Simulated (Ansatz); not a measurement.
We consider zinc-blende AlN (metastable phase), described by PBE (Ansatz, a quantum-chemistry and plane-wave program, plane waves, PAW).

The same calculation (at the measured cell, 10.503 Å³/atom) with different numerical settings:

| run | k mesh | electronic dielectric constant ε∞ | static dielectric constant | zone-centre TO phonon frequency (cm⁻¹) | rough time |
|---|---|---|---|---|---|
| 1 | 4×4×4 | 4.362 | 8.245 | 649.9 | under 3 core-s |
| 2 | 6×6×6 | 4.544 | 8.451 | 649.5 | 5 core-s |
| 3 | 8×8×8 | 4.583 | 8.492 | 649.5 | 9 core-s |
| 4 | 12×12×12 | 4.593 | 8.503 | 649.5 | 20 core-s |
| 5 | 16×16×16 | 4.594 | 8.503 | 649.5 | 60 core-s |
| 6 | 20×20×20 | 4.594 | 8.504 | 649.5 | 100 core-s |

In the column static dielectric constant the first row differs from the last by -0.259 and the next to last by -0.001.

The last row is no converged limit: other settings stay fixed.
